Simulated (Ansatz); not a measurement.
I need a polarisability from point charges of C2H4O2, SMILES C=C(O)O. Use the Python package of Ansatz (0.2.0). Use (for the species named): B3LYP, def2-SVP basis, multiplicity 1.

```xyz
8

C    -0.8051    0.2549   -0.6201
C     0.2325    0.0478    0.0923
O     1.2326    0.9465    0.1056
O     0.4691   -1.0713    0.8341
H    -0.9207    1.2123   -1.2223
H    -1.6925   -0.3668   -0.6817
H     1.9424    0.5270    0.7142
H    -0.3661   -1.6076    0.7220
```

The script, `c2h4o2.py`:
```python
import ansatz
import numpy as np

c2h4o2 = (
    ansatz.Crystal.molecule()
    .atom("C", (-0.8051, 0.2549, -0.6201))
    .atom("C", (0.2325, 0.0478, 0.0923))
    .atom("O", (1.2326, 0.9465, 0.1056))
    .atom("O", (0.4691, -1.0713, 0.8341))
    .atom("H", (-0.9207, 1.2123, -1.2223))
    .atom("H", (-1.6925, -0.3668, -0.6817))
    .atom("H", (1.9424, 0.527, 0.7142))
    .atom("H", (-0.3661, -1.6076, 0.722))
)

setup = (
    c2h4o2.calculation()
    .basis(gaussian="def2-SVP")
    .functional("b3lyp")
    .scf(lower_state_search="light")
    .forces()
)
centre = np.mean([site.position_ang for site in c2h4o2.cartesian_sites], axis=0)
field = 2 * 14.399645 * 4.0 / 30.0 ** 2


def dipole(axis, sign):
    arm = 30.0 * np.eye(3)[axis]
    pair = [{"charge": sign * 4.0, "position_ang": (centre - arm).tolist()}, {"charge": -sign * 4.0, "position_ang": (centre + arm).tolist()}]
    deck = setup.input().set(ansatz.key.basis.gaussian.point_charges, pair)
    return np.array(ansatz.Session.from_dict(deck).plan().execute().report["charge_distribution"]["dipole_moment_e_ang"])


print(f"field {field:.4f} V/A")
alpha = np.array([(dipole(axis, 1) - dipole(axis, -1)) / (2 * field) * 14.399645 for axis in range(3)])
print("polarisability tensor (A^3)")
print(np.array2string(alpha, precision=3, suppress_small=True))
print(f"mean {np.trace(alpha) / 3:.3f} A^3 = {np.trace(alpha) / 3 / 0.14818471:.2f} bohr^3")
```

```console
$ python c2h4o2.py
field 0.1280 V/A
polarisability tensor (A^3)
[[ 5.097  0.259  1.425]
 [ 0.254  3.917 -0.865]
 [ 1.421 -0.861  3.496]]
mean 4.170 A^3 = 28.14 bohr^3
```

Notes:
- These settings explore the input space; basis and method may be short of convergence.
- The geometry is a force-field or estimated start, not a minimum of this method, and the basis set is short of its limit. The field of two point charges is only nearly even.
- b3lyp holds the VWN-RPA fit, as in Gaussian; the form of ORCA and Turbomole is b3lyp5.
- Without diffuse functions polarisabilities are unreliable, as a rule too low, and they change with the bond lengths of this unrelaxed start.
- Run time: 10 s on 1 thread of Arm Neoverse V2 (shared host), peak memory 0.2 GiB.

(Lines on the test bed's own set-up are left out of the output.)
